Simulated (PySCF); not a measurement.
Two structures of CH8Si, singlet, reached by relaxing down either side of one saddle point (PBE0-D4/def2-TZVP). Energies are electronic, without zero-point energy. Program: PySCF 2.14 with density fitting (its default auxiliary sets; JK sets also for MP2 and CCSD(T)). Basis: def2-TZVPP and def2-QZVPP. Cores are frozen in the correlated methods. Extrapolation: Hartree–Fock as exp(−7.88 √X), correlation as X^−2.97. First:

| atom | x (Å) | y (Å) | z (Å) |
| --- | --- | --- | --- |
| Si1 | -0.7931 | -0.7404 | 0.2163 |
| C2 | 0.5070 | -0.3715 | -1.0767 |
| H3 | -1.5348 | -1.9855 | -0.1214 |
| H4 | -1.7746 | 0.3741 | 0.3118 |
| H5 | -0.1672 | -0.9215 | 1.5547 |
| H6 | 0.9182 | 2.5139 | 1.3526 |
| H7 | 0.5018 | 2.0390 | 1.7507 |
| H8 | 1.2240 | -1.1919 | -1.1504 |
| H9 | 0.0493 | -0.2307 | -2.0583 |
| H10 | 1.0555 | 0.5382 | -0.8226 |

Second:

Si1  (-1.528, -0.527, 1.337)
C2  (1.529, 0.527, -1.338)
H3  (-1.127, -1.150, 0.051)
H4  (-2.950, -0.108, 1.263)
H5  (-1.360, -1.510, 2.438)
H6  (1.256, 1.023, -0.407)
H7  (-0.676, 0.660, 1.601)
H8  (1.761, -0.518, -1.137)
H9  (0.695, 0.585, -2.037)
H10  (2.401, 1.018, -1.770)
(Å)

(1) Which bonds change from the first to the second?

(2) Give the saddle point's structure and its height above each. (To be estimated.)

No T1 diagnostic of these runs exceeds 0.011. The end structure is not quite a true minimum (one mode of 37i cm⁻¹).

Answers

(1) CH₆Si ([CH3][SiH3]) + H₂ → SiH₄ + CH₄; bonds formed: Si1–H7, C2–H6; bonds broken: Si1–C2, H6–H7.

(2) Computed: 309.0 kJ/mol above the first and 336.4 kJ/mol above the second (CCSD(T) at an estimated basis limit (MP2 extrapolated from triple and quadruple zeta, plus CCSD(T) − MP2 in triple zeta)).
```json
{"atom": "Si1", "x (Å)": "-0.7224", "y (Å)": "-0.3275", "z (Å)": "0.6362"}
{"atom": "C2", "x (Å)": "0.7529", "y (Å)": "0.1662", "z (Å)": "-0.8799"}
{"atom": "H3", "x (Å)": "-1.0477", "y (Å)": "-1.4683", "z (Å)": "-0.3118"}
{"atom": "H4", "x (Å)": "-1.9961", "y (Å)": "0.4399", "z (Å)": "0.6511"}
{"atom": "H5", "x (Å)": "-0.2776", "y (Å)": "-1.0537", "z (Å)": "1.8553"}
{"atom": "H6", "x (Å)": "0.4535", "y (Å)": "0.7623", "z (Å)": "0.3028"}
{"atom": "H7", "x (Å)": "0.0138", "y (Å)": "1.0620", "z (Å)": "1.3110"}
{"atom": "H8", "x (Å)": "1.2683", "y (Å)": "-0.7939", "z (Å)": "-0.8837"}
{"atom": "H9", "x (Å)": "0.0569", "y (Å)": "0.2450", "z (Å)": "-1.7142"}
{"atom": "H10", "x (Å)": "1.4986", "y (Å)": "0.9678", "z (Å)": "-0.9669"}
```

Labels in which every atom is bracketed show which atoms are joined, not bond orders.

For scale, one of the runs: CCSD(T)/def2-TZVPP, 185 basis functions, launched by `OMP_NUM_THREADS=4 python run.py`. The run took 2.7 min on 4 CPU threads of an Arm Neoverse V1 (shared host), with 1.5 GiB of host memory at its peak.
